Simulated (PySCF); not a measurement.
Ethylcyclopropane, C5H10.
SMILES with atom numbers: `[CH3:1][CH2:2][CH:3]1[CH2:4][CH2:5]1` (hydrogens: H6, H7, H8 on C1; H9, H10 on C2; H11 on C3; H12, H13 on C4; H14, H15 on C5)

Computed with PBE0-D3(BJ)/def2-TZVP geometry optimisation, gas phase (PySCF).

Problem. Give the optimised bond lengths and angles.

Solution. 
| bond | length (Å) | order |
| --- | --- | --- |
| C1–C2 | 1.520 | single |
| C2–C3 | 1.504 | single |
| C3–C4, C3–C5 | 1.497 | single |
| C4–C5 | 1.500 | single |
| C1–H6, C1–H7, C1–H8 | 1.093 | single |
| C2–H9, C2–H10 | 1.096 | single |
| C3–H11 | 1.087 | single |
| C4–H12, C5–H14 | 1.083 | single |
| C4–H13, C5–H15 | 1.084 | single |

Bonds in one row agree within 0.01 Å and their mean is given. Orders are formal, as drawn. A selection of angles:
| angle | degrees |
| --- | --- |
| C2–C1–H6 | 111.6 |
| H6–C1–H7 | 107.8 |
| C1–C2–C3 | 112.7 |
| C1–C2–H9 | 109.8 |
| C3–C2–H9 | 109.5 |
| H9–C2–H10 | 106.1 |
| C2–C3–C4 | 119.7 |
| C2–C3–H11 | 114.5 |
| C4–C3–C5 | 60.2 |
| C4–C3–H11 | 115.6 |
| C3–C4–C5 | 59.8 |
| C3–C4–H12 | 118.8 |
| C3–C4–H13 | 117.4 |
| C5–C4–H12 | 118.2 |
| C5–C4–H13 | 117.7 |
| H12–C4–H13 | 114.4 |

Dihedral angles: C1–C2–C3–C4 -84° (synclinal); C2–C3–C4–C5 -110° (anticlinal); C2–C3–C5–C4 109° (anticlinal). The mirror-image conformer, all signs reversed, is as good.

Of the pairs four or more bonds apart, H10···H15 is among the closest relative to their van der Waals radii: 2.49 Å, 104 % of the sum of Bondi's values. The C–C distances run from 1.496 Å (C3–C5, drawn single) to 1.520 Å (C1–C2, drawn single), a spread of 0.024 Å. The 3-membered ring C3–C4–C5 has internal angles of 59.8° to 60.2°.

Point group: C1 (no symmetry element, even within 0.4 Å). No frequency check. One conformer, not necessarily the lowest.
